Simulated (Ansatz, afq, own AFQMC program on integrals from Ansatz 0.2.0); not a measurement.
**C$_{2}$H$_{3}$, doublet in cc-pVDZ along one coordinate**

```yaml
atoms:
  - { symbol: C, position_ang: [-0.0118, 0.0000, 0.5946] }
  - { symbol: C, position_ang: [-0.0254, 0.0000, -0.8330] }
  - { symbol: H, position_ang: [1.1094, 0.0000, 0.6111] }
  - { symbol: H, position_ang: [-0.3330, 0.9129, 1.1148] }
  - { symbol: H, position_ang: [-0.3330, -0.9129, 1.1148] }
```

The C1–C2 distance is changed with both sides rigid. Energies in eV count from this geometry (1.428 Å) at the same level; the start stands on UHF, each point on the determinant named.

Basis cc-pVDZ. Noble-gas cores (and the filled d shells of Ga–Kr and In–Xe) are frozen. Integrals, coupled cluster, full CI and functionals: Ansatz 0.2.0; the random walks run on the same integrals in our own AFQMC program. The CISD trial takes its coefficients from CCSD amplitudes. Released means that phaseless walkers are propagated on without the constraint, phases kept. Uncertainties: one standard error, sampling alone.

Cautions, each for one point or more: an unrestricted solution with more broken spin lies lower; cluster runs in doubt by the program's own checks; higher spins were not checked; raised T1 diagnostic; strong correlation; the ph-AFQMC/CISD walk drifts between its halves; unrestricted determinant slightly spin contaminated; unrestricted determinant spin contaminated; walk and cluster series may follow different spin states.

| r(C1–C2) / Å | det. | T1 | weight | ⟨S²⟩ | r2SCAN | PBE0 | CCSD(T) |
| --- | --- | --- | --- | --- | --- | --- | --- |
| 1.298 | UHF | 0.023 | 0.88 | 0.79 | 0.430 | 0.430 | 0.568 |
| 1.552 | UHF | 0.046 | 0.85 | 0.89 | 0.152 | 0.158 | 0.062 |
| 1.960 | UHF | 0.056 | 0.81 | 0.94 | 1.717 | 1.783 | 1.457 |
| 2.667 | UHF†¶ | 0.068 | 0.72 | 0.76 | – | – | 3.268 |
| 3.851 | UHF¶ | 0.007 | 0.90 | 1.76 | 4.080§ | 4.256§ | 3.651 |

Q: Estimate the curve of phaseless AFQMC with a CISD trial, counted from the same start.

A: 
```csv
r(C1–C2) / Å,det.,T1,weight,⟨S²⟩,ph-AFQMC/CISD,released AFQMC
1.298,UHF,0.023,0.88,0.79,0.603 ± 0.016,0.583 ± 0.027
1.552,UHF,0.046,0.85,0.89,0.055 ± 0.016,0.058 ± 0.027*
1.960,UHF,0.056,0.81,0.94,1.478 ± 0.021,1.387 ± 0.040*
2.667,UHF†¶,0.068,0.72,0.76,3.365 ± 0.029,–
3.851,UHF¶,0.007,0.90,1.76,3.660 ± 0.015,3.651 ± 0.025*
```

Weight is that of the determinant in the CISD state; at the start T1 is 0.036 and the weight 0.87, and ⟨S²⟩ is 0.84. ¶ marks points with a poor determinant and no full CI, where no value is sure; they don't count among the departures. An asterisk marks released energies that aren't shown to be converged. A dagger marks points whose determinant fills other symmetries than the start's, so the wave-function levels may follow another state there, or a degenerate partner. A dash marks a missing value, a released energy that hasn't settled or a functional that sits on another state. § marks a functional whose ⟨S²⟩ is too high by over 0.1. Largest departures from phaseless AFQMC with a CISD trial: CCSD(T) -0.035 eV at 1.298 (on UHF), r2SCAN 0.239 eV at 1.960, PBE0 0.305 eV at 1.960. The walk's constraint bias lies outside its error bars, so these are departures and not errors. Functionals count only at points shown to share the start's state and spin. In this small basis the wave-function levels are far from their limit, so their gap to the functionals isn't the functionals' error.

A walk keeps the symmetry of its determinant, which the program's search chose and which needn't be the lowest solution, so a lower state of the same spin and another symmetry isn't excluded.
